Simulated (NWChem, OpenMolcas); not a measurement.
**The same job for OpenMolcas**

This NWChem 7.3.0 job computes triplet BH:

nw.nw:
```
START nw
TITLE "BH"
memory 2200 mb

GEOMETRY units angstroms noautosym nocenter noautoz
   B      0.000000     0.000000     0.000000
   H      0.000000     0.000000     1.232400
END

BASIS spherical bse
   * library def2-TZVPPD
END

SCF
   nopen 2
   uhf
   thresh 1e-08
   maxiter 80
   print medium
END

TASK scf energy
```

```bash
$ nwchem nw.nw > nw.out
```

The bond length is the one measured for the parent species.

It gives a total energy of -25.116008 Eh.

Write the same calculation for OpenMolcas 26.06 as an input file of the program's own.

For example:

input.xyz:
```
2

B      0.000000     0.000000     0.000000
H      0.000000     0.000000     1.232400
```

job.inp:
```
* BH Hartree-Fock

&GATEWAY
 BASLIB=$CurrDir
 COORD=input.xyz
 BASIS=def2-TZVPPD
 GROUP=NoSym

&SEWARD

&SCF
 UHF
 SPIN=3
 THRESHOLDS=1e-10 1e-07 1e-07 1e-05
 PRORBITALS=1 2
```

```bash
$ export MOLCAS_MEM=1860
$ pymolcas job.inp > job.log
```

(Basis files named in the input come from the Basis Set Exchange and aren't shown.)

Its energy is -25.116008 Eh, 0.000 mEh from the first.
